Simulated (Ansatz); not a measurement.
## Down a group: vertical ionisation energies of HOC, HOSi, HOGe

Ansatz 0.2.0, basis cc-pVDZ; geometries are PBE0/def2-TZVP minima. Wave-function levels freeze the cores with the filled d shells of p-block atoms; HF, MP2 and coupled cluster are restricted for singlets and unrestricted otherwise, restricted open-shell where a d shell is frozen. The reference is CCSDTQ (coupled cluster only where its series has nearly closed). An error is the level's value less the reference. None of these values is a measured one. Energies are electronic, without zero-point terms. No spin–orbit coupling and no scalar relativity. The set is small: such energies can lie up to about 0.3 eV from the limit, spin gaps mostly less, so near ties and functionals' places can change in larger sets. The species are chosen: bound, without strong static correlation by their natural occupations or amplitudes, in their lowest spin state as far as vertical gaps and like structures tell, with only the lowest ion state computed, and with a ladder that closes on the reference, so errors are smaller than for species at large; levels whose determinant breaks symmetry or spin markedly are left out.

| species | bonds (Å) | quantity | symmetry of the states | reference | value (eV) | error CCSD | error CCSD(T) | error CCSDT | error CCSDT(Q) |
| --- | --- | --- | --- | --- | --- | --- | --- | --- | --- |
| HOC, doublet | C–O 1.265, O–H 0.984, angle at O 114° | vertical ionisation to the singlet | A' / A' | CCSDTQ | 7.978 | 0.098 | 0.009 | 0.007 | -0.002 |
| HOGe, doublet | O–Ge 1.786, O–H 0.962, angle at O 115° | vertical ionisation to the singlet | A' / A' | CCSDTQ | 6.760 | 0.038 | 0.005 | 0.004 | -0.007 |

Task: One member is withheld: HOSi, doublet (O–Si 1.650, O–H 0.962, angle at O 119°), where CCSD gives 6.697 eV for the vertical ionisation to the singlet. Estimate from the other members what CCSDTQ gives.

Result: The errors of CCSD for the others average 0.068 eV; taking that off gives 6.629, which misses by 0.037, against 0.031 without the correction. The computed value at CCSDTQ is 6.666 eV. Errors against it: CCSD 0.031, CCSD(T) 0.002, CCSDT 0.003, CCSDT(Q) -0.002.

The reference doesn't change in one direction along the series: C 7.978, Si 6.666, Ge 6.760 eV.
